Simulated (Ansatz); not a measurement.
## Ladder of methods for the bulk modulus of rock-salt PbTe

Reference value: 39.8 GPa (measured, 300 K, not corrected to a static lattice, our sources range from 39.8 to 44.0; as tabulated in Hummer et al. (2007), doi:10.1103/physrevb.75.195211).

**Question.** What do LDA, PBE, rVV10, r²SCAN+rVV10, B3LYP (VWN-RPA form), PBE0, Hartree–Fock give, and how far is each from the reference?

**Answer.** 
| level (code) | value (GPa) | cell (Å³/atom) | difference (%) |
|---|---|---|---|
| LDA (Ansatz) | 48.7 | 32.46 | +22 |
| PBE (Ansatz) | 38.5 | 35.44 | -3.3 |
| rVV10 (Ansatz) | 40.4 | 35.89 | +1.5 |
| r²SCAN+rVV10 (Ansatz) | 44.8 | 34.17 | +12.6 |
| B3LYP (VWN-RPA form) (Ansatz) | 36.3 | 36.98 | -8.8 |
| PBE0 (Ansatz) | 42.5 | 34.65 | +6.8 |
| Hartree–Fock (Ansatz) | 34.6 | 39.21 | -13.1 |

The reference is not for a static lattice or low temperature, so close values are not ranked against it.

The measured value isn't corrected to a static lattice, so vibrations enter the comparison. A static lattice is as a rule stiffer than a warm one, by over a tenth in soft solids.  Density-functional levels without +SOC have no spin–orbit coupling. Hartree–Fock: the cell is over a tenth larger than the published one: the level's own overestimate first of all, though another phase or state, or a fault of the published cell, is possible. Each level is taken at its own relaxed cell. Cutoffs and k meshes differ between the levels. Ansatz's density-functional and Hartree–Fock values are scalar-relativistic unless marked +SOC, with PAW data made under PBE.

Differences are worked out from the printed values.

Ansatz is a program for electronic structure.
